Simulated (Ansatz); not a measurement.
`FCCCS` + H–F → `FCCF` + CH₃SH  (substitution at a C–C bond)

Isolated molecules relaxed with PBE0-D4/def2-TZVP in Ansatz; ΔE leaves out vibrations. CCSD(T)/CBS is the MP2 limit (def2-TZVPP, def2-QZVPP) plus CCSD(T) − MP2 in def2-TZVPP, frozen cores. This one scheme is used for every species. Functionals use def2-TZVPP. Each species was taken in one conformer, which may not be the lowest.

```tsv
level	ΔE (eV)
PBE0-D4	0.52
CAM-B3LYP-D4	0.41
MP2/CBS(def2)	0.73
CCSD/CBS(def2)	0.58
```

Problem. What does CCSD(T)/CBS give? (Best estimate.)

Solution. The calculation gave: +0.61 eV. The listed levels differ from it by -0.09, -0.20, 0.12, -0.03 eV.

Problem. What do rigid-rotor, harmonic-oscillator terms from PBE0-D4/def2-TZVP frequencies (298.15 K, 1 bar) make of the CCSD(T)/CBS value? (An estimate is asked.)

Solution. Ansatz gave: ΔZPE = +0.03 eV, ΔH = +0.62 eV, ΔS = 24 J/(mol·K), ΔG = +0.54 eV.

Largest T1 diagnostic among the species: 0.011.

From BLYP to BHLYP (50 % exact exchange), in def2-TZVPP and without D4, ΔE moves by +0.09 eV. At CCSD(T), def2-SVP lies −0.09 eV from the extrapolated value and def2-TZVPP −0.04 eV.
